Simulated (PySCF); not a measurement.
# B2 (triplet) with other numerical set-ups

The method stays; parts of the set-up, such as the basis or the Hamiltonian, are changed.

Method: method and basis as typed in the scripts; program: PySCF 2.14.0.

## 1. The starting structure

B2 (triplet): 2 atoms, charge 0, spin multiplicity 3.

Bond lengths: B1–B2 1.467 Å.

## 2. Base script

input.py reads:

```python
from pyscf import gto, dft

mol = gto.M(
    atom='B 0 0 0; B 0 0 1.467',
    basis='def2-svp',
    charge=0,
    spin=2,
    verbose=4,
)
mf = dft.UKS(mol, xc='pbe')
mf.kernel()
mf.stability(internal=True, external=True)
mf.dip_moment()
print('orbital energies (hartree):', [e[max(0, n-3):n+3].round(4) for e, n in zip(mf.mo_energy, mol.nelec)])
```

The run is started by

```console
$ OMP_NUM_THREADS=1 python input.py
```

Its log is not repeated here.

In short: E(SCF) = -49.274127 Eh, 7 cycles, ⟨S²⟩ = 2.005, μ = 0.00 D, internal unstable; real -> complex stable; UHF/UKS -> GHF/GKS unstable.

The bond length is a typed value, not an optimised one. A lower solution of the same kind exists, so this energy is an upper bound. The triplet is typed in the script; nothing here shows that it is the ground state.

## 3. Integration grid (99, 590)

Run 1 changes integration grid: default → (99, 590).

input.py, as its differences from that of step 2:

```diff
@@ -10,2 +10,3 @@
 mf = dft.UKS(mol, xc='pbe')
+mf.grids.atom_grid = (99, 590)
 mf.kernel()
```

The run is started by

```console
$ OMP_NUM_THREADS=1 python input.py
```

The log of the run:

```text
PySCF version 2.14.0

[INPUT] verbose = 4
[INPUT] num. atoms = 2
[INPUT] num. electrons = 10
[INPUT] charge = 0
[INPUT] spin (= nelec alpha-beta = 2S) = 2
[INPUT] symmetry False subgroup None
[INPUT] Mole.unit = angstrom
[INPUT] Symbol           X                Y                Z      unit          X                Y                Z       unit  Magmom
[INPUT]  1 B      0.000000000000   0.000000000000   0.000000000000 AA    0.000000000000   0.000000000000   0.000000000000 Bohr   0.0
[INPUT]  2 B      0.000000000000   0.000000000000   1.467000000000 AA    0.000000000000   0.000000000000   2.772228224737 Bohr   0.0

nuclear repulsion = 9.01801654601227
number of shells = 12
number of NR pGTOs = 48
number of NR cGTOs = 28
basis = def2-svp
ecp = {}

******** <class 'pyscf.dft.uks.UKS'> ********
method = UKS
initial guess = minao
damping factor = 0
level_shift factor = 0
DIIS = <class 'pyscf.scf.diis.CDIIS'>
diis_start_cycle = 1
diis_space = 8
diis_damp = 0
SCF conv_tol = 1e-09
SCF conv_tol_grad = None
SCF max_cycles = 50
direct_scf = True
direct_scf_tol = 1e-13
number electrons alpha = 6  beta = 4
XC library pyscf.dft.libxc version 7.0.0
    S. Lehtola, C. Steigemann, M. J.T. Oliveira, and M. A.L. Marques.,  SoftwareX 7, 1–5 (2018)
XC functionals = pbe
    J. P. Perdew, K. Burke, and M. Ernzerhof.,  Phys. Rev. Lett. 77, 3865 (1996)
    J. P. Perdew, K. Burke, and M. Ernzerhof.,  Phys. Rev. Lett. 78, 1396 (1997)
    J. P. Perdew, K. Burke, and M. Ernzerhof.,  Phys. Rev. Lett. 77, 3865 (1996)
    J. P. Perdew, K. Burke, and M. Ernzerhof.,  Phys. Rev. Lett. 78, 1396 (1997)
radial grids:
    Treutler-Ahlrichs [JCP 102, 346 (1995); DOI:10.1063/1.469408] (M4) radial grids

becke partition: Becke, JCP 88, 2547 (1988); DOI:10.1063/1.454033
pruning grids: <function nwchem_prune>
grids dens level: 3
symmetrized grids: False
atomic radii adjust function: <function treutler_atomic_radii_adjust>
User specified grid scheme (99, 590)
small_rho_cutoff = 0
Set gradient conv threshold to 3.16228e-05
tot grids = 61960
init E= -49.422824602059
[... the frontier-level lines of each cycle are left out ...]

cycle= 1 E= -49.2681527244495  delta_E= 0.155  |g|= 0.0775  |ddm|= 1.26
cycle= 2 E= -49.2711423137716  delta_E= -0.00299  |g|= 0.0547  |ddm|= 0.45
cycle= 3 E= -49.2740449873879  delta_E= -0.0029  |g|= 0.00852  |ddm|= 0.125
cycle= 4 E= -49.2741240306259  delta_E= -7.9e-05  |g|= 0.00138  |ddm|= 0.0381
cycle= 5 E= -49.2741263987425  delta_E= -2.37e-06  |g|= 9.39e-05  |ddm|= 0.00861
cycle= 6 E= -49.2741264143778  delta_E= -1.56e-08  |g|= 1.33e-05  |ddm|= 0.00036
cycle= 7 E= -49.2741264146915  delta_E= -3.14e-10  |g|= 5.94e-07  |ddm|= 6.33e-05
Extra cycle  E= -49.2741264146921  delta_E= -5.83e-13  |g|= 3.37e-07  |ddm|= 4.3e-06
converged SCF energy = -49.2741264146921  <S^2> = 2.0050497  2S+1 = 3.0033646
uhf_internal: lowest eigs of H = [-0.08453667  0.05943942  0.05962746]
<class 'pyscf.dft.uks.UKS'> wavefunction has an internal instability
uhf_real2complex: lowest eigs of H = [2.36920478e-08 4.69780483e-02 5.34712136e-02]
<class 'pyscf.dft.uks.UKS'> wavefunction is stable in the real -> complex stability analysis
uhf_external: lowest eigs of H = [-0.08303682 -0.05345149 -0.00900556]
<class 'pyscf.dft.uks.UKS'> wavefunction has an UHF/UKS -> GHF/GKS instability
Dipole moment(X, Y, Z, Debye): -0.00000, -0.00000, -0.00000
orbital energies (hartree): [array([-0.261 , -0.2383, -0.2383, -0.1942, -0.0367, -0.0367]), array([-6.5814, -0.4573, -0.2302, -0.181 , -0.1704, -0.1704])]
```

Wall time 5.9 s (1 thread of Arm Neoverse V1, shared host); peak memory 0.3 GiB.

Result: E(SCF) = -49.274126 Eh (no change), 7 cycles, ⟨S²⟩ = 2.005, μ = 0.00 D, internal unstable; real -> complex stable; UHF/UKS -> GHF/GKS unstable.

## 4. Integration grid 6

Run 2 changes integration grid: default → 6.

input.py, as its differences from that of step 2:

```diff
@@ -10,2 +10,3 @@
 mf = dft.UKS(mol, xc='pbe')
+mf.grids.level = 6
 mf.kernel()
```

The run is started by

```console
$ OMP_NUM_THREADS=1 python input.py
```

The log of the run:

```text
[... 47 set-up lines left out, the same as in an earlier log ...]
grids dens level: 6
[... 4 set-up lines left out, the same as in an earlier log ...]
tot grids = 123720
init E= -49.4228246348881
[... the frontier-level lines of each cycle are left out ...]

cycle= 1 E= -49.2681527002928  delta_E= 0.155  |g|= 0.0775  |ddm|= 1.26
cycle= 2 E= -49.2711422835904  delta_E= -0.00299  |g|= 0.0547  |ddm|= 0.45
cycle= 3 E= -49.2740449379257  delta_E= -0.0029  |g|= 0.00852  |ddm|= 0.125
cycle= 4 E= -49.2741239810144  delta_E= -7.9e-05  |g|= 0.00138  |ddm|= 0.0381
cycle= 5 E= -49.2741263491385  delta_E= -2.37e-06  |g|= 9.39e-05  |ddm|= 0.00861
cycle= 6 E= -49.2741263647737  delta_E= -1.56e-08  |g|= 1.33e-05  |ddm|= 0.00036
cycle= 7 E= -49.2741263650875  delta_E= -3.14e-10  |g|= 5.94e-07  |ddm|= 6.33e-05
Extra cycle  E= -49.274126365088  delta_E= -4.9e-13  |g|= 3.37e-07  |ddm|= 4.3e-06
converged SCF energy = -49.274126365088  <S^2> = 2.0050497  2S+1 = 3.0033646
uhf_internal: lowest eigs of H = [-0.08453717  0.05940227  0.05943157]
<class 'pyscf.dft.uks.UKS'> wavefunction has an internal instability
uhf_real2complex: lowest eigs of H = [8.49991257e-07 4.69761646e-02 5.34640421e-02]
<class 'pyscf.dft.uks.UKS'> wavefunction is stable in the real -> complex stability analysis
uhf_external: lowest eigs of H = [-0.08305739 -0.05311115 -0.00883592]
<class 'pyscf.dft.uks.UKS'> wavefunction has an UHF/UKS -> GHF/GKS instability
Dipole moment(X, Y, Z, Debye): -0.00000, -0.00000, -0.00000
orbital energies (hartree): [array([-0.261 , -0.2383, -0.2383, -0.1942, -0.0367, -0.0367]), array([-6.5814, -0.4573, -0.2302, -0.181 , -0.1704, -0.1704])]
```

Wall time 12 s (1 thread of Arm Neoverse V1, shared host); peak memory 0.44 GiB.

This run: E(SCF) = -49.274126 Eh (no change), 7 cycles, ⟨S²⟩ = 2.005, μ = 0.00 D, internal unstable; real -> complex stable; UHF/UKS -> GHF/GKS unstable.

## 5. Cartesian functions on

Run 3 changes Cartesian functions: off → on.

input.py, as its differences from that of step 2:

```diff
@@ -7,2 +7,3 @@
     spin=2,
+    cart=True,
     verbose=4,
```

The run is started by

```console
$ OMP_NUM_THREADS=1 python input.py
```

The log of the run:

```text
[... 9 set-up lines left out, the same as in an earlier log ...]
[INPUT] Cartesian GTO integrals (6d 10f)
[... 6 set-up lines left out, the same as in an earlier log ...]
number of NR pGTOs = 50
number of NR cGTOs = 30
[... 35 set-up lines left out, the same as in an earlier log ...]
tot grids = 28096
init E= -49.423127858082
[... the frontier-level lines of each cycle are left out ...]

cycle= 1 E= -49.2720562582829  delta_E= 0.151  |g|= 0.0811  |ddm|= 1.28
cycle= 2 E= -49.2752936107794  delta_E= -0.00324  |g|= 0.0523  |ddm|= 0.416
cycle= 3 E= -49.2778280209353  delta_E= -0.00253  |g|= 0.0112  |ddm|= 0.122
cycle= 4 E= -49.2779433507314  delta_E= -0.000115  |g|= 0.00144  |ddm|= 0.0336
cycle= 5 E= -49.2779454351952  delta_E= -2.08e-06  |g|= 0.00014  |ddm|= 0.0102
cycle= 6 E= -49.2779454612681  delta_E= -2.61e-08  |g|= 1.64e-05  |ddm|= 0.000576
cycle= 7 E= -49.2779454617733  delta_E= -5.05e-10  |g|= 1.79e-06  |ddm|= 7.02e-05
Extra cycle  E= -49.2779454617771  delta_E= -3.77e-12  |g|= 1.04e-06  |ddm|= 7.77e-06
converged SCF energy = -49.2779454617771  <S^2> = 2.0050749  2S+1 = 3.0033814
uhf_internal: lowest eigs of H = [-0.08390715  0.05876102  0.07904934]
<class 'pyscf.dft.uks.UKS'> wavefunction has an internal instability
uhf_real2complex: lowest eigs of H = [2.74867476e-17 4.69616358e-02 5.38772266e-02]
<class 'pyscf.dft.uks.UKS'> wavefunction is stable in the real -> complex stability analysis
uhf_external: lowest eigs of H = [-0.08246933 -0.05301989 -0.00890081]
<class 'pyscf.dft.uks.UKS'> wavefunction has an UHF/UKS -> GHF/GKS instability
Dipole moment(X, Y, Z, Debye):  0.00000, -0.00000, -0.00000
orbital energies (hartree): [array([-0.2615, -0.2377, -0.2377, -0.194 , -0.0362, -0.0362]), array([-6.5992, -0.4584, -0.2305, -0.1808, -0.1699, -0.1699])]
```

Wall time 3.1 s (1 thread of Arm Neoverse V1, shared host).

This run: E(SCF) = -49.277945 Eh (-0.1039 eV from the base), 7 cycles, ⟨S²⟩ = 2.005, μ = 0.00 D, internal unstable; real -> complex stable; UHF/UKS -> GHF/GKS unstable.

## 6. 6-31g

Run 4 changes basis set: def2-svp → 6-31g.

input.py, as its differences from that of step 2:

```diff
@@ -4,3 +4,3 @@
     atom='B 0 0 0; B 0 0 1.467',
-    basis='def2-svp',
+    basis='6-31g',
     charge=0,
```

The run is started by

```console
$ OMP_NUM_THREADS=1 python input.py
```

The log of the run:

```text
[... 14 set-up lines left out, the same as in an earlier log ...]
number of shells = 10
number of NR pGTOs = 44
number of NR cGTOs = 18
basis = 6-31g
[... 35 set-up lines left out, the same as in an earlier log ...]
init E= -49.4691488804061
[... the frontier-level lines of each cycle are left out ...]

cycle= 1 E= -49.3040200452368  delta_E= 0.165  |g|= 0.0488  |ddm|= 1.06
cycle= 2 E= -49.3062285939433  delta_E= -0.00221  |g|= 0.029  |ddm|= 0.346
cycle= 3 E= -49.3072038591993  delta_E= -0.000975  |g|= 0.00329  |ddm|= 0.0818
cycle= 4 E= -49.3072176322637  delta_E= -1.38e-05  |g|= 0.000312  |ddm|= 0.0201
cycle= 5 E= -49.3072177573151  delta_E= -1.25e-07  |g|= 2.39e-05  |ddm|= 0.002
cycle= 6 E= -49.3072177586497  delta_E= -1.33e-09  |g|= 1.39e-06  |ddm|= 0.000101
cycle= 7 E= -49.3072177586543  delta_E= -4.64e-12  |g|= 7.22e-08  |ddm|= 1.32e-05
Extra cycle  E= -49.3072177586544  delta_E= -2.13e-14  |g|= 2.06e-08  |ddm|= 4.1e-07
converged SCF energy = -49.3072177586544  <S^2> = 2.0041833  2S+1 = 3.0027876
uhf_internal: lowest eigs of H = [-0.07753723  0.06817929  0.06823554]
<class 'pyscf.dft.uks.UKS'> wavefunction has an internal instability

WARN: Not enough eigenvectors (len(x0)=1, nroots=3)

uhf_real2complex: lowest eigs of H = [0.10539012]
<class 'pyscf.dft.uks.UKS'> wavefunction is stable in the real -> complex stability analysis
uhf_external: lowest eigs of H = [-0.07967486 -0.04944375  0.00133735]
<class 'pyscf.dft.uks.UKS'> wavefunction has an UHF/UKS -> GHF/GKS instability
Dipole moment(X, Y, Z, Debye): -0.00000,  0.00000, -0.00000
orbital energies (hartree): [array([-0.2545, -0.227 , -0.227 , -0.1809, -0.0219, -0.0219]), array([-6.5689, -0.4624, -0.2192, -0.1638, -0.1607, -0.1607])]
```

Wall time 2.2 s (1 thread of Arm Neoverse V1, shared host).

Outcome: E(SCF) = -49.307218 Eh (-0.9005 eV from the base), 7 cycles, ⟨S²⟩ = 2.004, μ = 0.00 D, internal unstable; real -> complex stable; UHF/UKS -> GHF/GKS unstable.

## 7. Side by side

```
                       run  E(SCF) (hartree)  from base (eV)  cycles  gap, α spin (eV)  functions                           after the SCF
                      base        -49.274127               0       7              1.20         28  unstable: internal, UHF/UKS -> GHF/GKS
integration grid (99, 590)        -49.274126          0.0000       7              1.20         28  unstable: internal, UHF/UKS -> GHF/GKS
        integration grid 6        -49.274126          0.0000       7              1.20         28  unstable: internal, UHF/UKS -> GHF/GKS
    Cartesian functions on        -49.277945         -0.1039       7              1.19         30  unstable: internal, UHF/UKS -> GHF/GKS
                     6-31g        -49.307218         -0.9005       7              1.25         18  unstable: internal, UHF/UKS -> GHF/GKS
```

Wall time on 1 thread of Arm Neoverse V1, shared host, start-up included: base 3.1 s; integration grid (99, 590) 5.9 s; integration grid 6 12 s; Cartesian functions on 3.1 s; 6-31g 2.2 s.

In words: No change of the SCF energy comes from integration grid (99, 590) or integration grid 6. Of the runs whose energies can be compared, “6-31g” moves the SCF energy most (-0.900 eV). 6-31g (18 functions) gives an energy 0.90 eV lower than def2-svp (28); size alone doesn't order basis sets of different families. With integration grid (99, 590), integration grid 6 the path hardly changes: 7 cycles against 7. The dearest run is “integration grid 6”, at 12 s against 3.1 s.
